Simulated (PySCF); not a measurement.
# acetyl chloride: calculation against experiment

**What was measured.**

NIST CCCBDB Release 22 (SRD 101), experimental dipoles lists, for the gas: dipole moment (dielectric constant against temperature) 2.72 D.

The results are set against them at the end.

Acetyl chloride, C2H3ClO.
SMILES with atom numbers: `[CH3:1][C:2](=[O:3])[Cl:4]` (hydrogens: H5, H6, H7 on C1)

Structure used (PBE0-D3(BJ)/def2-SVP), in Å, numbered top down from 1:
```xyz
7
C2H3ClO angstrom
C     -0.5855   -0.0742   -0.0357
C      0.8549    0.2830   -0.2127
O      1.3142    1.3510   -0.4247
Cl     1.9163   -1.1583   -0.0649
H     -1.2002    0.8293   -0.1296
H     -0.7297   -0.5385    0.9506
H     -0.8746   -0.8183   -0.7919
```

The PySCF runs (gas phase, on this PBE0-D3(BJ)/def2-SVP geometry; no spin–orbit coupling):

| level | job | basis functions | wall time |
| --- | --- | --- | --- |
| PBE0-D3(BJ)/def2-SVP, grid level 1 | geometry optimisation from a GFN2-xTB start shaken at random | 75 | 5.2 s |
| CAM-B3LYP/def2-SVPD | 6 singlets by full TDDFT, polarisability, dynamic polarisability | 114 | 4.6 s |
| BHandHLYP/aug-pcX-1 (pcseg-1 on H, def2-SVPD on Cl) | K-edge TDA, 20 lines | 141 | 3.1 s |

Hardware: Intel Xeon 6975P-C, one thread, no GPU (shared host).

Results beside the measurements:

**Dipole moment.** Measured: 2.72 D (NIST CCCBDB Release 22 (SRD 101), experimental dipoles).

```tsv
level	computed (D)	computed − measured (D)	% (from the printed values)
PBE0-D3(BJ)/def2-SVP	2.70	-0.02	-1
CAM-B3LYP/def2-SVPD	2.86	+0.14	+5
BHandHLYP/aug-pcX-1 (pcseg-1 on H, def2-SVPD on Cl)	2.91	+0.19	+7
```

Closest is PBE0-D3(BJ)/def2-SVP (-0.02 D), furthest BHandHLYP/aug-pcX-1 (pcseg-1 on H, def2-SVPD on Cl) (+0.19 D); one molecule doesn't rank methods. The computed dipoles belong to one fixed geometry; measured ones are averaged over vibrations unless marked μe. Magnitudes are compared, not signs.

No measured geometry was used, and the causes of the misses weren't examined.
